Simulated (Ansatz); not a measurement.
Relaxing Ca3Ru

Computed with Ansatz 0.2.0, DFT PBE, scalar-relativistic, plane waves, PAW. Cutoff 420 eV, Γ-centred k mesh, Gaussian smearing, no spin polarisation in the final step.

The start puts Ca3Ru on the Cu3Au (L1_2) structure type (Pm-3m, No. 221), with Ru in place of Au, Ca in place of Cu, at a guessed volume.

```
Ca Ru
1.0
     4.56929    0.00000    0.00000
     0.00000    4.56929    0.00000
     0.00000    0.00000    4.56929
Ca Ru
3 1
Direct
  0.00000 0.50000 0.50000
  0.50000 0.00000 0.50000
  0.50000 0.50000 0.00000
  0.00000 0.00000 0.00000
```

Cell and atoms relax at zero pressure; the relaxation can't lower the symmetry of the start. After a coarse first stage the cell is made exact in the group found at 0.06 Å.

Energies over the elements count from the elements' standard structures at the same level, with no empirical corrections.

Q: What does it relax into?

A: It keeps Pm-3m (No. 221). The result has the Cu3Au (L1_2) structure. Conventional cell: a = 4.741 Å. Ca has 4 Ru at 3.35 Å and 8 Ca at 3.35 Å; around Ru lie 12 Ca at 3.35 Å.

```xyz
4
Lattice="4.7406 0.0000 0.0000 0.0000 4.7406 0.0000 0.0000 0.0000 4.7406" Properties=species:S:1:pos:R:3 pbc="T T T"
Ca    0.0000    2.3703    2.3703
Ca    2.3703    0.0000    2.3703
Ca    2.3703    2.3703    0.0000
Ru    0.0000    0.0000    0.0000
```

Q: What are its volume, energy, density and gap?

A: The volume per atom is 26.63 Å³. The density is 3.45 g/cm³, the energy over the elements is 0.36 eV/atom and the gap on the 10×10×10 mesh is 0 eV (a metal).

The final run used a 10×10×10 mesh on its 4-atom cell and 0.10 eV smearing. For metals, differences of a few meV/atom aren't resolved. A structure relaxed within its symmetry needn't be a true minimum.

Cost: 3 runs of about 0.98 core-minutes in all, on Arm Neoverse N1 (shared hosts).